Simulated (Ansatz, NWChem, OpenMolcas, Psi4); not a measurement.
## A small benchmark: atomisation enthalpy at 298 K

8 molecules with open shells; the atomisation enthalpy at 298 K in kJ/mol, computed less measured. Shapes, held fixed at every level: PBE0-D4/def2-TZVP. Flexible molecules stand in one conformer, not always the lowest. Thermal terms are harmonic and unscaled (PBE0-D4/def2-TZVP); the spin-orbit lowering of the free atoms is taken from their spectra. Programs: Ansatz 0.2.0, NWChem 7.3.0, OpenMolcas 26.06, Psi4 1.11. A level may come from different programs for different species; with the same settings they agree closely. Measured values: Active Thermochemical Tables.

Levels: A = HF/3-21G; B = PBE-D4/def2-TZVPP; C = r2SCAN-D4/def2-TZVPP; D = BHLYP-D4/def2-TZVPP; E = B2PLYP/def2-TZVPP.

| molecule | from tabulated heats | A | B | C | D | E |
| --- | --- | --- | --- | --- | --- | --- |
| N2H (dinitrogen monohydride) | 913 | -728 | +94 | -2 | -62 | +7 |
| C2HO (ethynyloxy radical) | 1723 | -759 | +127 | +45 | -98 | +1 |
| CH3 (methyl radical) | 1224 | -310 | +11 | +15 | -10 | -5 |
| CH3O (hydroxymethyl radical) | 1636 | -642 | +50 | +15 | -62 | -13 |
| N2H3 (SMILES [NH]N) | 1374 | -811 | +86 | +2 | -48 | +1 |
| C2H3O (acetyl radical) | 2347 | -879 | +95 | +22 | -95 | -12 |
| C3H3 (propargyl radical) | 2453 | -746 | +99 | +31 | -72 | -11 |
| C3H3 (cyclopropenyl radical) | 2318 | -843 | +110 | +33 | -75 | -13 |

(1) Sum up the errors.

Answers

(1) 
```json
{"level": "HF/3-21G", "kind": "Hartree–Fock", "mean error": "-714.8", "mean absolute error": "714.8", "worst case": "C2H3O"}
{"level": "PBE-D4/def2-TZVPP", "kind": "GGA", "mean error": "+84.0", "mean absolute error": "84.0", "worst case": "C2HO"}
{"level": "r2SCAN-D4/def2-TZVPP", "kind": "meta-GGA", "mean error": "+20.1", "mean absolute error": "20.6", "worst case": "C2HO"}
{"level": "BHLYP-D4/def2-TZVPP", "kind": "global hybrid", "mean error": "-65.2", "mean absolute error": "65.2", "worst case": "C2HO"}
{"level": "B2PLYP/def2-TZVPP", "kind": "double hybrid", "mean error": "-5.6", "mean absolute error": "7.9", "worst case": "CH3O"}
```

On this set B2PLYP/def2-TZVPP has the smallest mean absolute error and HF/3-21G the largest. HF/3-21G is too low in 8 of 8; PBE-D4/def2-TZVPP is too high in 8 of 8; r2SCAN-D4/def2-TZVPP is too high in 7 of 8; BHLYP-D4/def2-TZVPP is too low in 8 of 8; B2PLYP/def2-TZVPP is too low in 5 of 8. Heats of the atoms come from ATcT where it has them. The levels differ in basis as well as in method. Hartree–Fock lacks correlation and underbinds. Spin contamination: N2H (⟨S²⟩ up to 0.87), C2HO (⟨S²⟩ up to 0.89), C3H3 (propargyl radical) (⟨S²⟩ up to 1.00). Open shells run unrestricted. The set is small.
